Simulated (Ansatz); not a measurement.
CH2AlN (AlH2(CN)): the energy, rung by rung

CH2AlN has 5 atoms, charge 0, and is taken as a singlet. SMILES: `[H][Al]([H])[C]#N`. The shape comes from GFN2-xTB, which is rough for such elements, and wasn't checked as a minimum.

```tsv
atom	x (Å)	y (Å)	z (Å)
Al	0.3533	0.6161	0.0079
H	1.8976	0.6184	0.0587
H	-0.4102	1.9598	-0.0238
C	-0.6347	-1.0958	-0.0147
N	-1.2059	-2.0985	-0.0281
```

Each level gives the energy change with the C4–N5 bond stretched from 1.154 to 1.443 Å (eV). The values are calculated.

| level | kind | program | value (eV) | less FCI/STO-3G | CPU time (all runs) |
| --- | --- | --- | --- | --- | --- |
| SVWN5/STO-3G (restricted) | LDA | Ansatz | 1.87 | +0.24 | 1.6 s |
| revPBE/STO-3G (restricted) | GGA | Ansatz | 1.65 | +0.02 | 2.4 s |
| r2SCAN0/STO-3G (restricted) | hybrid meta-GGA | Ansatz | 2.60 | +0.97 | 5.3 s |
| wB97X/STO-3G (restricted) | range-separated hybrid | Ansatz | 2.56 | +0.93 | 10 s |
| B2PLYP/STO-3G (restricted) | double hybrid | Ansatz | 1.69 | +0.06 | 3 s |
| RPA@PBE/STO-3G (restricted) | RPA | Ansatz | 1.62 | -0.01 | 3.5 s |
| CCSDT/STO-3G (restricted) | coupled cluster or CI | Ansatz | 1.76 | +0.13 | 0.99 s |
| FCI/STO-3G | exact in the basis | Ansatz | 1.63 | 0.00 | 3.1 min |

FCI/STO-3G is exact within its basis and frozen core, so for wave-function methods in that basis the difference is their error; functionals converge differently with the basis, so for them it is only a difference. The first shape isn't each level's own minimum. The values span 1.62 to 2.60 eV. All rows use very small basis sets, so even the best lies far from the true value. Times are those of the runs behind each value, whatever else they computed, on shared processors of several kinds: orders of magnitude only.
